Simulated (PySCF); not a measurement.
Homolysis of single bonds, series C Br-H. Gas-phase values, no solvent. Strings in code marks are SMILES.

Method: B3LYP-D3(BJ)/def2-TZVP in PySCF 2.14.0. B3LYP has the VWN-RPA correlation part, as in Gaussian. 

```
species                           dipole moment (D)
--------------------------------  -----------------
whole molecule (`BrC(Br)(Br)Br`)               0.00
radical fragment (`Br[C](Br)Br`)               0.20
radical fragment (`Br[CH]Br`)                  0.76
whole molecule (`C`)                            [?]
```

Complete the blanks.


- whole molecule (`C`), dipole moment (D): 0.00
